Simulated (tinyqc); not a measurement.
CIS on RHF in the sto-3g basis, frozen core, for H2O, spin multiplicity 1, step by step. One step of it, computed by the program tinyqc.

Question. CIS matrix, singlets. A(ia,jb) = (e_a - e_i) d_ij d_ab + 2 (ia|jb) - (ij|ab).

orbital energies (hartree): MO1 -20.264981, MO2 -1.204723, MO3 -0.541561, MO4 -0.434048, MO5 -0.387515, MO6 0.465108, MO7 0.574312

Two-electron integrals over orbitals (pq|rs), unique and non-zero (hartree); the lowest 1 orbital is frozen and left out:
```
(22|22) 0.724052    (32|32) 0.129824    (33|22) 0.613369    (33|33) 0.591171
(42|22) -0.024963   (42|33) 0.004113    (42|42) 0.129863    (43|32) 0.028213
(43|43) 0.055996    (44|22) 0.660449    (44|33) 0.564108    (44|42) -0.093562
(44|44) 0.700580    (52|52) 0.150708    (53|53) 0.026250    (54|52) -0.043776
(54|54) 0.048067    (55|22) 0.754999    (55|33) 0.599935    (55|42) -0.079938
(55|44) 0.689692    (55|55) 0.880159    (62|22) 0.130479    (62|33) 0.065323
(62|42) 0.032749    (62|44) 0.062624    (62|55) 0.140338    (62|62) 0.094429
(63|32) -0.037326   (63|43) -0.038500   (63|63) 0.075509    (64|22) 0.128303
(64|33) 0.048630    (64|42) -0.048801   (64|44) 0.132374    (64|55) 0.150622
(64|62) 0.059965    (64|64) 0.098256    (65|52) 0.050993    (65|54) 0.005778
(65|65) 0.034215    (66|22) 0.591901    (66|33) 0.547300    (66|42) 0.047488
(66|44) 0.542851    (66|55) 0.576494    (66|62) 0.091279    (66|64) 0.053260
(66|66) 0.579612    (72|32) 0.055008    (72|43) -0.030028   (72|63) 0.029630
(72|72) 0.068447    (73|22) 0.165410    (73|33) 0.088509    (73|42) -0.077325
(73|44) 0.142350    (73|55) 0.203255    (73|62) 0.067954    (73|64) 0.101898
(73|66) 0.044645    (73|73) 0.160143    (74|32) -0.072131   (74|43) -0.014107
(74|63) 0.055106    (74|72) -0.017218   (74|74) 0.071064    (75|53) 0.023900
(75|75) 0.025115    (76|32) 0.085450    (76|43) 0.062795    (76|63) -0.066899
(76|72) -0.003952   (76|74) -0.060544   (76|76) 0.112410    (77|22) 0.607639
(77|33) 0.580572    (77|42) -0.018700   (77|44) 0.577586    (77|55) 0.608305
(77|62) 0.060786    (77|64) 0.051794    (77|66) 0.548202    (77|73) 0.096122
(77|77) 0.594733
```

Give: CIS matrix A, singlet.

Answer.

CIS matrix A, singlet (hartree), lower triangle:
```
        2>6      2>7     3>6     3>7     4>6     4>7     5>6     5>7
2>6  1.2668
2>7  0.0000   1.3083
3>6  0.0000  -0.0262  0.6104
3>7  0.0505   0.0000  0.0000  0.8556
4>6  0.0724   0.0000  0.0000  0.1410  0.5528
4>7  0.0000  -0.0157  0.0474  0.0000  0.0000  0.5729
5>6  0.0000   0.0000  0.0000  0.0000  0.0000  0.0000  0.3446
5>7  0.0000   0.0000  0.0000  0.0000  0.0000  0.0000  0.0000  0.4038
```
